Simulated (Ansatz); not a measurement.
**B20 (FeSi-type) FeSi**

All values below come from r²SCAN (Ansatz, a program for electronic structure, PAW).

Run with plane-wave cutoff 560 eV, 8×8×8 k mesh, Fermi–Dirac smearing 0.01 eV, no spin polarisation, scalar-relativistic PAW data made under PBE.

Cell (measured lattice):

```cif
data_Fe4Si4
_chemical_formula_sum 'Fe4 Si4'
_space_group_name_H-M_alt 'P 1'
_space_group_IT_number 1
_cell_length_a 4.48688
_cell_length_b 4.48688
_cell_length_c 4.48688
_cell_angle_alpha 90.000
_cell_angle_beta 90.000
_cell_angle_gamma 90.000
loop_
_space_group_symop_operation_xyz
  'x, y, z'
loop_
_atom_site_label
_atom_site_type_symbol
_atom_site_fract_x
_atom_site_fract_y
_atom_site_fract_z
_atom_site_occupancy
Fe1 Fe 0.86348 0.63652 0.36348 1
Fe2 Fe 0.36348 0.86348 0.63652 1
Fe3 Fe 0.13652 0.13652 0.13652 1
Fe4 Fe 0.63652 0.36348 0.86348 1
Si1 Si 0.15760 0.34240 0.65760 1
Si2 Si 0.65760 0.15760 0.34240 1
Si3 Si 0.84240 0.84240 0.84240 1
Si4 Si 0.34240 0.65760 0.15760 1
```

For B20 (FeSi-type) FeSi, the band gap is 0.31 eV and the smallest direct gap on the k points sampled is 0.32 eV. The Γ–Γ gap is 0.88 eV.

Measured, for comparison: band gap 0.05 eV (temperature not stated, no zero-point or thermal correction, indirect, transport; lower end of the printed range; as tabulated in Tomczak (2018), arXiv:1802.07220). Computed (rounded) less measured: band gap +0.26 eV.

Note: cell and atoms aren't relaxed at this level (largest force component 0.15 eV/Å, pressure -12.8 GPa).

Computed values are for the static lattice.

Computing time: very roughly 70 core-seconds.
